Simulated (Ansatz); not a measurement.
A made-up structure of B2H4S, singlet:

B1  (-0.436, 0.388, -0.499)
B2  (-0.135, 0.078, 0.744)
S3  (0.948, -0.820, 0.577)
H4  (-1.258, -0.336, -1.015)
H5  (0.154, 1.351, -0.937)
H6  (-0.636, 0.445, 1.877)
H7  (1.363, -1.107, -0.747)
(Å)

It is relaxed with PBE-D4/def2-SVP and then PBE0-D4/def2-TZVP (Ansatz 0.2.0). Atoms count as bonded within 1.22 times the sum of their covalent radii (H–H: 0.88 Å). The end point is not checked to be a true minimum.

**Question.** Does its bonding change? (Judge from chemistry; the calculation decides.)

**Answer.** By the calculation: Yes. Formed: none; broken: B1–S3.

Where it ends: The first stage lowers the energy by 5.32 eV in 11 steps. It ends as B₂H₄S ([BH2][BH][SH]):
B1  (-0.635, 0.563, -0.680)
B2  (-0.052, 0.008, 0.757)
S3  (1.299, -1.130, 0.932)
H4  (-1.514, -0.004, -1.267)
H5  (-0.206, 1.558, -1.195)
H6  (-0.510, 0.342, 1.813)
H7  (1.617, -1.337, -0.359)
(Å)

Labels in which every atom is bracketed show which atoms are joined, not bond orders.

For scale, one of the runs: PBE0-D4/def2-TZVP relaxation, 123 basis functions, launched by `ansatz run in.yaml --threads 2 --pin off --events-out ev --progress --plain --max-ram 4352MiB`. Hardware: 2 CPU threads of an Arm Neoverse V1, shared host. Wall time about 11 s.
